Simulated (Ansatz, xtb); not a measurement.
**H3N2P: which of two isomers lies lower**

Structure I is `[H]/N=P/N`, a singlet and structure II is `[H]N=[PH]=N[H]`, a singlet. Both are isolated molecules in the gas phase, relaxed with PBE0-D3(BJ)/def2-SVP; the shapes shown needn't be the lowest conformers.

I (Å):

```
atom    x (Å)    y (Å)   z (Å)
   N  -3.0015   0.9626  2.1981
   N  -1.5136  -0.8266  1.1674
   P  -1.5724   0.3292  2.3646
   H  -3.1379   1.6949  2.8982
   H  -0.6961  -1.4067  1.0307
   H  -2.2974  -0.9836  0.5388
```

II (Å):

```xyz
6

N    -2.2337    1.3345    2.1436
N    -1.9369   -1.4814    1.3547
P    -1.7130    0.0497    1.4496
H    -3.0099    1.2329    2.7974
H    -0.6565    0.3994    0.5989
H    -2.6815   -1.8829    1.9245
```

Question: Estimate E(II) − E(I) at the level CCSD(T)/def2-TZVPP.

Answer: Calculated at CCSD(T)/def2-TZVPP: E(II) − E(I) = +23.9 kcal/mol, so structure I lies lower.

How the difference moves with the method:

```json
{"level": "GFN2-xTB", "geometry": "GFN2-xTB", "E(II) − E(I) (kcal/mol)": "+30.1", "departure from the last row (kcal/mol)": "+6.1", "job, with rough time for the two": "optimisation, 0.52 s"}
{"level": "HF/STO-3G", "geometry": "GFN2-xTB", "E(II) − E(I) (kcal/mol)": "+90.0", "departure from the last row (kcal/mol)": "+66.1", "job, with rough time for the two": "single point, 0.9 s"}
{"level": "r2SCAN-D4/def2-SVP", "geometry": "GFN2-xTB", "E(II) − E(I) (kcal/mol)": "+25.6", "departure from the last row (kcal/mol)": "+1.6", "job, with rough time for the two": "single point, 5.4 s"}
{"level": "PBE0-D3(BJ)/def2-SVP", "geometry": "PBE0-D3(BJ)/def2-SVP", "E(II) − E(I) (kcal/mol)": "+29.3", "departure from the last row (kcal/mol)": "+5.4", "job, with rough time for the two": "optimisation, 34 s"}
{"level": "HF/def2-TZVPP", "geometry": "PBE0-D3(BJ)/def2-SVP", "E(II) − E(I) (kcal/mol)": "+28.1", "departure from the last row (kcal/mol)": "+4.2", "job, with rough time for the two": "part of the CCSD(T) run"}
{"level": "MP2/def2-TZVPP", "geometry": "PBE0-D3(BJ)/def2-SVP", "E(II) − E(I) (kcal/mol)": "+21.6", "departure from the last row (kcal/mol)": "−2.3", "job, with rough time for the two": "part of the CCSD(T) run"}
{"level": "CCSD(T)/def2-TZVPP", "geometry": "PBE0-D3(BJ)/def2-SVP", "E(II) − E(I) (kcal/mol)": "+23.9", "departure from the last row (kcal/mol)": "", "job, with rough time for the two": "single point, 1.7 min"}
```

As drawn, II has 1 N=P, 1 P–H in place of 1 N–H, 1 N–P.

None of the levels shown reverses the order. The largest departure from CCSD(T)/def2-TZVPP is that of HF/STO-3G, 66.1 kcal/mol.

With harmonic frequencies from PBE0-D3(BJ)/def2-SVP (ideal gas, rigid rotor, one conformer each, 298.15 K, 1 atm): on the last row, ΔE + ΔZPE = +22.5, ΔH = +22.3, ΔG = +23.2 kcal/mol.

The correlated steps freeze 7 core orbitals. Codes used: Ansatz 0.2.0, xtb 6.7.1; the last row on 1 thread of AMD EPYC (Zen 3) on a shared host.
